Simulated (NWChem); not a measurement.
fluoromethane (CH$_{3}$F); SMILES CF

Computed with NWChem. Coordinates come from a PBE0/def2-SVP optimisation. Level: PBE0/def2-SVP with SMD (1 M gas to 1 M solution), gas-phase geometry.

For solvent water:

```yaml
solvation free energy (kcal/mol): 0.2
cavity-dispersion-structure term (kcal/mol): 3.0
dipole in solution (D): 2.06
```

Question: How do the values read with solvent n-hexane instead?

Answer: 
- solvation free energy (kcal/mol): -0.8
- cavity-dispersion-structure term (kcal/mol): 0.4
- dipole in solution (D): 1.88
